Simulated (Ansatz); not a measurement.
Compare A (`N[SiH]O`•) with its isomer B (`[NH][SiH2]O`•).

Calculated with Ansatz (gas phase, PBE0-D4/def2-TZVP geometries, no zero-point term in ΔE). CBS: MP2 limit from def2 TZ/QZ plus the TZ coupled-cluster correction, frozen cores. DFT in def2-TZVPP. B3LYP here is the variant with VWN-RPA as its local correlation; programs differ in this. No spin–orbit coupling; open shells (•) take unrestricted orbitals. One conformer a species, not always the lowest.

Which isomer does CCSD(T)/CBS put lower? Give the gap. (Best estimate.)

Ansatz gave: A, by 82.2 kJ/mol.

Give E(B) − E(A) in kJ/mol with CCSD(T)/def2-SVP, PBE0-D4, B3LYP-D4, HF/def2-TZVPP, LDA (SPW92), CCSD/def2-TZVPP, BLYP-D4. (Best estimate.)

Computed: CCSD(T)/def2-SVP 73.5, PBE0-D4 87.2, B3LYP-D4 78.0, HF/def2-TZVPP 34.0, LDA (SPW92) 116.9, CCSD/def2-TZVPP 72.2, BLYP-D4 81.1. None reverses the order clearly.

Does the order hold for the free energy at 298.15 K (harmonic terms from PBE0-D4)? (An estimate is asked.)

Ansatz gave: Yes: G(B) − G(A) = +70.7 kJ/mol, for one conformer each.

Largest T1 diagnostic: 0.014.

At CCSD(T), def2-SVP lies −8.7 kJ/mol from the extrapolated value and def2-TZVPP −4.9 kJ/mol. From BLYP to BHLYP (50 % exact exchange), in def2-TZVPP and without D4, E(B) − E(A) moves by −15.5 kJ/mol.
